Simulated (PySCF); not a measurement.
# UHF/6-311++G(3df,3pd) run of SiH2SF (SMILES F[SiH2][S])

Aim: the vertical ionisation energy of SiH2SF at UHF/6-311++G(3df,3pd), from 2 runs. Input form: a Python script.

The calculation is run with PySCF 2.14.0.

### 1 The structure to begin with

The species is SiH2SF (5 atoms), meant as a doublet with charge 0. SMILES: `F[SiH2][S]`. Geometry: relaxed at PBE0-D4/def2-TZVP.

Bond lengths: F1–Si2 1.596 Å, Si2–S3 2.099 Å, Si2–H4 1.482 Å, Si2–H5 1.482 Å. Angles: F1–Si2–S3 114.0°, F1–Si2–H4 107.4°, F1–Si2–H5 107.4°, S3–Si2–H4 107.4°, S3–Si2–H5 107.4°, H4–Si2–H5 113.3°.

### 2 A single-point energy at UHF/6-311++G(3df,3pd)

calc.py reads:

```python
from pyscf import gto

mol = gto.Mole()
mol.atom = [
    ('F', (-0.324300, -0.023300, 1.585400)),
    ('Si', (0.086000, -0.081000, 0.044500)),
    ('S', (-1.148000, 1.061300, -1.211000)),
    ('H', (-0.023500, -1.493100, -0.391000)),
    ('H', (1.459700, 0.462600, -0.069300)),
]
mol.max_memory = 1860
mol.verbose = 3
mol.basis = '6-311++g(3df,3pd)'
mol.spin = 1
mol.build()

calc0 = mol.UHF()
calc0.conv_tol = 1e-10
calc0.kernel()
if not calc0.converged:
    calc0 = calc0.newton().run(calc0.mo_coeff, calc0.mo_occ)

e_tot = calc0.e_tot
print('E(%s) = %.9f' % ('HF', e_tot))
```

Command:

```console
$ OMP_NUM_THREADS=1 python calc.py
```

Output:

```text
converged SCF energy = -787.199315949822  <S^2> = 0.76287673  2S+1 = 2.0128355
E(HF) = -787.199315950
```

Wall time 17 s (1 thread of Arm Neoverse V2, shared host); peak memory 0.9 GiB.

### 3 The singlet cation

calc.py reads:

```python
from pyscf import gto, scf

mol = gto.M(
    atom='''
F       -0.324300      -0.023300       1.585400
Si       0.086000      -0.081000       0.044500
S       -1.148000       1.061300      -1.211000
H       -0.023500      -1.493100      -0.391000
H        1.459700       0.462600      -0.069300
''',
    spin=0,
    max_memory=1860,
    basis='6-311++g(3df,3pd)',
    verbose=3,
    charge=1,
)

mf = scf.RHF(mol)
mf.conv_tol = 1e-10
mf.kernel()
if not mf.converged:
    mf = mf.newton().run(mf.mo_coeff, mf.mo_occ)

energy = mf.e_tot
print(f'total energy: {energy:.8f} hartree')
```

Command:

```console
$ OMP_NUM_THREADS=1 python calc.py
```

Output:

```text
converged SCF energy = -786.781241014833
total energy: -786.78124101 hartree
```

Wall time 8.7 s (1 thread of Arm Neoverse V2, shared host); peak memory 0.88 GiB.

### 4 Summary of results

Level: UHF/6-311++G(3df,3pd).

| quantity | value |
| --- | --- |
| doublet SiH2SF: total energy | -787.19932 Eh |
| doublet SiH2SF: dipole moment | 1.23 D |
| doublet SiH2SF: HOMO energy (highest over α and β) | -10.79 eV |
| doublet SiH2SF: LUMO energy (lowest over α and β) | -0.54 eV |
| doublet SiH2SF: ⟨S²⟩ | 0.763 |
| singlet cation: total energy | -786.78124 Eh |
| singlet cation: HOMO energy | -19.40 eV |
| singlet cation: LUMO energy | -10.04 eV |
| singlet cation: HOMO–LUMO gap | 9.37 eV |
| vertical ionisation energy (to the singlet cation) | 11.376 eV |

In words: Removing an electron at fixed nuclei costs 11.38 eV (262 kcal/mol). Only the singlet of the ionised species was computed; a triplet could lie lower. Mulliken charges (doublet SiH2SF) run from -0.50 on F1 to +1.02 on Si2; in a basis this large or diffuse they mean little. Mulliken charges (singlet cation) run from -0.45 on F1 to +1.05 on Si2; in a basis this large or diffuse they mean little.
